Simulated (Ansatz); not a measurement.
# C3H4FN: the cost of one run

Program: Ansatz 0.2.0. Level of theory: RKS PBE-D4/def2-SVP. These are calculated values, not measurements.

## 1. The starting structure

Bond lengths: C1–C2 1.245 Å, C2–C3 1.276 Å, C3–N4 1.308 Å, C3–F5 1.373 Å, C1–H6 1.145 Å, C1–H7 1.085 Å, N4–H8 1.002 Å, N4–H9 1.081 Å. Angles: C1–C2–C3 178.5°, C2–C1–H6 121.9°, C2–C1–H7 124.1°, H6–C1–H7 114.0°, C2–C3–N4 125.0°, C2–C3–F5 119.4°, N4–C3–F5 115.6°, C3–N4–H8 114.2°, C3–N4–H9 109.3°, H8–N4–H9 108.4°.

Structure file:

```xyz
9

C    -0.3074    1.3153   -1.1866
C     0.1099    0.4900   -0.3538
C     0.5489   -0.3750    0.4747
N    -0.0244   -1.5210    0.7385
F     1.7306   -0.1386    1.1324
H    -0.4837    2.4134   -0.9133
H    -0.5727    1.0665   -2.2083
H     0.1831   -1.8833    1.6497
H    -1.0959   -1.4135    0.6496
```

## 2. Relaxing end A

The input, input.yaml:

```yaml
crystal:
  periodic: [false, false, false]
  atoms:
    - { symbol: C, position_ang: [-0.3074, 1.3153, -1.1866] }
    - { symbol: C, position_ang: [0.1099, 0.49, -0.3538] }
    - { symbol: C, position_ang: [0.5489, -0.375, 0.4747] }
    - { symbol: "N", position_ang: [-0.0244, -1.521, 0.7385] }
    - { symbol: F, position_ang: [1.7306, -0.1386, 1.1324] }
    - { symbol: H, position_ang: [-0.4837, 2.4134, -0.9133] }
    - { symbol: H, position_ang: [-0.5727, 1.0665, -2.2083] }
    - { symbol: H, position_ang: [0.1831, -1.8833, 1.6497] }
    - { symbol: H, position_ang: [-1.0959, -1.4135, 0.6496] }
basis:
  gaussian: { orbitals: def2-SVP }
hamiltonian:
  xc: pbe
  dispersion: d4
relax:
  f_tol: 0.015
  max_steps: 40
output:
  orbitals: {}
```

Run with:

```sh
$ ansatz run input.yaml --threads 1 --pin off --max-ram 2048MiB --backend cpu --events-out ev --progress --plain --runs-dir out
```

What time and memory should one allow on 1 thread of Intel Xeon 6975P-C (Granite Rapids), shared host?

About 28 s, with a peak of 0.14 GiB.
